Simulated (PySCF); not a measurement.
**Identify the compound**

Molecular formula: C2H2F2. Simulated spectra:

$^{1}$H NMR (500 MHz, computed): δ 3.85 (m, 2H).

$^{13}$C{$^{1}$H} NMR (computed): δ 173.5 (t, J = 369.0 Hz), 64.9 (t, J = 29.2 Hz).

Level of theory: GIAO B97-2/pcSseg-2 shieldings, PBE0-D3(BJ)/def2-TZVP geometry, J couplings at B3LYP/pcJ-2, in PySCF (rapidly exchanging positions averaged, a single conformation, non-relativistic Hamiltonian, gas phase).

Scale: $^{1}$H and $^{13}$C vs TMS (reference shieldings calculated alike).

Task: Which candidate is it?
A. F/C=C/F
B. F/C=C\F
C. C=C(F)F

Result: C. 

The formula gives 1 degree of unsaturation (no ring in the answer). 2 carbon signals for 2 carbons: no two carbons are equivalent. Carbon types of the structure: 1 × C, 1 × CH2, which accounts for all hydrogens. δC 173.5: fully substituted alkene carbon. δC 64.9: terminal =CH2 carbon. δH 3.85: hydrogen on a terminal =CH2 carbon; a vinylic proton, deshielded by the sp2 carbon and the C=C anisotropy.

The others: F/C=C/F would give 1 carbon signal, not 2; F/C=C\F would give 1 carbon signal, not 2.

Common functionals overestimate the size of one-bond C–F couplings by tens of Hz; these are unscaled. Splittings below 1 Hz are ignored in the labels, and close J values are merged. Couplings among chemically equivalent protons are left out too, so labels in AA′BB′ or AA′XX′ sets are apparent multiplicities. Shifts are as computed. Against solution values, carbons near 30 ppm lie about +3 ppm off and those near 130 ppm about +7 ppm. Of 1211 compounds with measured shifts, 218 miss one by over three times the rms of a fit or turn the order of signals round; such compounds aren't used in these exercises.
